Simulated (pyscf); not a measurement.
HF (SMILES F) + F–N•–F (SMILES F[N]F) -> F–N•–F (SMILES F[N]F) + HF (SMILES F) (four-centre exchange; doublet surface; F–H, F–N broken, F–N, F–H formed). PySCF, gas phase, ωB97X-D3(BJ)/def2-SVP geometries. Correlated levels are frozen-core, on RHF or UHF. ΔMP2 is the change of the MP2 total energy from the triple- to the quadruple-zeta basis. Energies in kJ/mol from the separated reactants.

```tsv
level	barrier	reaction energy
PBE0-D3(BJ)/def2-TZVP	222.6	0.0
M06-2X/def2-TZVP	250.8	0.0
ωB97M-D3(BJ)/def2-TZVP	232.3	0.0
HF/def2-TZVP	338.9	0.0
MP2/def2-QZVPP	___	0.0
CCSD/def2-TZVPP	278.4	0.0
CCSD(T)/def2-TZVPP + ΔMP2(QZVPP)	___	0.0
```

Task: Some entries are withheld; supply them.

Result: 
- MP2/def2-QZVPP, barrier: 261.7
- CCSD(T)/def2-TZVPP + ΔMP2(QZVPP), barrier: 250.2

Of the functionals in the table, M06-2X is closest to CCSD(T)/def2-TZVPP + ΔMP2(QZVPP) in the barrier (0.7 kJ/mol apart) and PBE0-D3(BJ) least close (27.6 kJ/mol); that level has limits of its own. This is the saddle that the search found; another between the same sides may lie lower. The CCSD(T) − MP2 part came from Ansatz, without density fitting, on the same reference.
